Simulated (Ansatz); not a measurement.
H$_{3}$O$_{2}$Si, SMILES `O[SiH]O` radical, relaxed with UKS PBE0-D4/def2-TZVP in Ansatz 0.2.0 from a GFN2-xTB geometry. The force threshold is 0.005 eV/Å; the program also tests the step.

The species carries charge 0 and has multiplicity 2.

Start:

```xyz
6

O     0.358    1.114   -0.359
Si   -0.459   -0.024    0.505
O     0.557   -1.278    0.624
H    -0.020    1.971   -0.521
H    -1.677   -0.389   -0.211
H     1.242   -1.393   -0.038
```

Question: By how much does the energy fall, and how many steps does the optimiser take? (Estimate.)

Answer: Computed: 7.71 kJ/mol, in 18 steps, 4 of them rejected.

Question: Which bonds change most? (Best estimate.)

Answer: The calculation gave: Si2–H5 from 1.459 to 1.496 Å; Si2–O3 from 1.618 to 1.641 Å; O1–H4 from 0.950 to 0.959 Å; O1–Si2 from 1.646 to 1.652 Å.

Question: Give the relaxed structure. (Estimate.)

Answer: The calculation gave: 
```xyz
6

O     0.265    1.107   -0.590
Si   -0.418   -0.015    0.412
O     0.456   -1.397    0.276
H     0.078    2.029   -0.405
H    -1.791   -0.404   -0.035
H     1.410   -1.321    0.342
```
